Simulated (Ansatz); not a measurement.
# CHNO: small, medium and large basis sets

Aim: see how fast density functionals and correlated methods converge with the basis set for CHNO.

Method: one geometry, several basis sets; program: Ansatz 0.2.0, Gaussian basis.

The runs, in order: PBE0-D4/def2-SVP; ωB97M-V/def2-SVP; PBE0-D4/def2-QZVPP; ωB97M-V/def2-QZVPP; CCSD(T)/cc-pV(D+d)Z; CCSD(T)/cc-pV(T+d)Z; CCSD(T)/cc-pV(Q+d)Z; the functionals' def2-TZVPP values are taken from earlier runs.

## Step 1: The relaxed structure

All runs share one geometry, relaxed beforehand with PBE0-D4 in a triple-zeta def2 set.

SMILES `N#CO`, 4 atoms, charge 0, spin multiplicity 1.

Atoms are counted from 1 here; the program's logs count them from 0.

Bond lengths: N1–C2 1.153 Å, C2–O3 1.290 Å, O3–H4 0.966 Å. Angles: N1–C2–O3 176.9°, C2–O3–H4 110.5°.

## Step 2: PBE0-D4 in def2-SVP

in.yaml

```yaml
crystal:
  periodic: [false, false, false]
  atoms:
    - {symbol: N, position_ang: [-1.328153, -0.179499, 0.880489]}
    - {symbol: C, position_ang: [-0.418574, 0.056646, 0.212936]}
    - {symbol: O, position_ang: [0.569586, 0.382596, -0.549776]}
    - {symbol: H, position_ang: [1.232742, -0.320142, -0.563949]}
basis:
  gaussian: {orbitals: def2-SVP}
hamiltonian: {xc: pbe0, dispersion: d4}
output: {orbitals: {seedname: orbitals}}
```

On the command line:

```bash
> ansatz run in.yaml --threads 2 --pin off --events-out ev --progress --plain --max-ram 32768MiB --backend cpu
```

After this run come: ωB97M-V in def2-SVP; PBE0-D4 in def2-QZVPP; ωB97M-V in def2-QZVPP; CCSD(T) in cc-pV(D+d)Z; CCSD(T) in cc-pV(T+d)Z; CCSD(T) in cc-pV(Q+d)Z.

Q: Predict the results of all the runs planned. Wanted: MP2 correlation recovered, cc-pV(D+d)Z; MP2 correlation recovered, cc-pV(T+d)Z; MP2 correlation recovered, cc-pV(Q+d)Z; CCSD(T) limit from def2 sets; PBE0-D4: double and triple zeta above quadruple; ωB97M-V: double and triple zeta above quadruple.

**Answer**, as computed:

| quantity | value |
| --- | --- |
| MP2 correlation recovered, cc-pV(D+d)Z | 71.7 % |
| MP2 correlation recovered, cc-pV(T+d)Z | 89.1 % |
| MP2 correlation recovered, cc-pV(Q+d)Z | 95.5 % |
| CCSD(T) limit from def2 sets (earlier runs) less the limit of this series | 20 meV |
| PBE0-D4: double and triple zeta above quadruple | 5.68, 0.24 eV |
| ωB97M-V: double and triple zeta above quadruple | 5.83, 0.23 eV |

PBE0-D4 gains 5.44 eV from double to triple zeta, then 0.24 eV more. In cc-pV(D+d)Z MP2 holds 72 % of its limit, in cc-pV(Q+d)Z 95 %, while Hartree-Fock is within 0.103 eV in the largest set. A limit from the def2 sets, made apart, differs by 20 meV, a least measure of the doubt on such a limit. These are total energies; as a rule much of such shifts cancels in differences, which this series doesn't test. The LUMO of ωB97M-V is positive and keeps falling with the basis (1.97 to 0.66 eV): an unbound level that the basis holds in place.
